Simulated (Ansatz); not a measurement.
Relative stability

Two relaxed structures of NaSi2H5, closed shell (PBE0-D4/def2-TZVP; forces vanish, vibrations not checked).

A:

Na1  (1.172, 0.189, -1.780)
Si2  (-1.305, 0.825, -0.565)
Si3  (0.132, -0.418, 0.881)
H4  (-1.039, -0.128, -1.772)
H5  (-0.161, 1.798, -0.989)
H6  (0.495, 0.317, 2.127)
H7  (1.511, -0.833, 0.352)
H8  (-0.440, -1.732, 1.297)
(Å)

B:

```
8
angstrom
Na -2.8910 1.4776 -0.4159
Si -0.3631 0.5599 -0.9695
Si 0.5601 -0.5963 0.8400
H -0.2297 -0.4170 -2.1060
H 0.6824 1.5948 -1.2849
H 0.6212 0.2852 2.0477
H 1.9342 -1.1568 0.6613
H -0.3141 -1.7474 1.2273
```

Ansatz 0.2.0; basis: def2-TZVPP; cores frozen in the correlated methods. The outer core shell of Li, Na, Mg and K is correlated. The def2 sets are not built for correlating such inner shells, so the correlated values are less sure here. B3LYP uses VWN-RPA correlation.

(1) Which structure is lower at CCSD(T), and by how much? (An estimate is asked for; the value comes from the calculation.)

No T1 diagnostic of these runs exceeds 0.014.

## Answers

(1) By the calculation: B, by 1.19 kcal/mol (electronic energy, against the other). By their contacts, A is NaSi₂H₅ ([H]1[SiH2]2[Si]34[H][Na]123[H]4) and B is NaSi₂H₅ ([Na][SiH2][SiH3]).

All methods give the same order:

| method | E(B) − E(A) (kcal/mol) |
| --- | --- |
| PBE-D4 | -1.34 |
| r2SCAN-D4 | -0.32 |
| PBE0-D4 | -1.89 |
| B3LYP-D4 | -2.55 |
| wB97M-V | -0.60 |
| HF | -5.98 |
| MP2 | -1.85 |
| CCSD | -1.79 |
| CCSD(T) | -1.19 |

Labels in which every atom is bracketed show which atoms are joined, not bond orders.

For scale, one of the runs: CCSD(T)/def2-TZVPP, 186 basis functions, launched by `ansatz run in.yaml --threads 2 --pin off --events-out ev --progress --plain --max-ram 4352MiB`. The run took 51 s on 2 CPU threads of an Arm Neoverse V1 (shared host), with 1.8 GiB of host memory at its peak.
